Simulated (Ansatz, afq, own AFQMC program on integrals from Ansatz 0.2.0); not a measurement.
BN⁺, doublet: AFQMC among the cluster methods

```yaml
atoms:
  - { symbol: B, position_ang: [0.0000, 0.0000, 0.0000] }
  - { symbol: N, position_ang: [0.0000, 0.0000, 1.4419] }
```

Basis 6-31G. Only valence electrons are correlated. Ansatz 0.2.0 and our own AFQMC program on the same integrals; the CISD trial comes from CCSD amplitudes, and released means the phaseless constraint is let go. Error bars are statistical, one sigma.

Determinant: ROHF, the one that the program's search chose, which needn't be the lowest solution. The geometry is a PBE0/def2-TZVP stationary point of this or a neighbouring charge and spin state.

Full CI is exact in this basis; its frozen core comes from its own orbitals, which moves totals by up to a few meV.

Cautions: a spin-contaminated unrestricted determinant lies lower (UHF 3.17 eV lower, ⟨S²⟩ 1.76); the search met a lower determinant of the same kind, perhaps of another symmetry (986 meV lower); strong correlation (T1 0.091, weight of the determinant 0.75, largest double 0.25); (T) is large, 8 % of the CCSD correlation; the released energies move by 1.5 errors or more from one time to the next, so no released level is given (meV from the phaseless value at times in 1/Eh: -24 ± 22 at 0.24, -17 ± 37 at 0.51, -119 ± 28 at 0.99, -27 ± 49 at 1.62, -114 ± 37 at 2.40), though the last usable value meets full CI within the noise; CCSDTQ on the UHF determinant differs (536 meV lower), perhaps since the unrestricted series falls towards higher spin; full CI with its own frozen core; a state of higher spin lies lower (by 539 meV).

The T1 diagnostic is 0.0905 and the weight of the determinant in the CISD state is 0.749. The size of the correlated space is 7 electrons in 16 orbitals.

| level | correlation energy (eV) |
| --- | --- |
| MP2 | -4.8528 |
| CCSD | -5.3777 |
| CCSD(T) | -5.8320 |

(1) Estimate where full CI lies against CCSD(T) in the same basis.

(1) 4.0 kJ/mol below CCSD(T).

Reference: full CI, correlation energy -5.873 eV. CCSDTQ lies 2.3 meV below full CI, in part by the other frozen core, which shifts every row alike, so rows that close can't be ranked against it. The cautions show a poor starting determinant, so the rows tell how each method copes with it here, and full CI is the sure value.

| level | E − E(reference) (kJ/mol) | share of correlation (%) |
| --- | --- | --- |
| CCSD(T) | 4.0 | 99.30 |
| CCSDT | 1.1 | 99.80 |
| CCSDT(Q) | 2.0 | 99.64 |
| CCSDTQ | -0.2 | 100.04 |
| ph-AFQMC/CISD | 15.9 ± 1.9 | 97.19 |

CCSDT and higher add their correlation energy to the determinant of the CCSD(T) run, since their own runs factorise the integrals more tightly (a shift of under 2 meV). A walk keeps the symmetry of its determinant, which the program's search chose and which needn't be the lowest solution, so a lower state of the same spin and another symmetry isn't excluded.
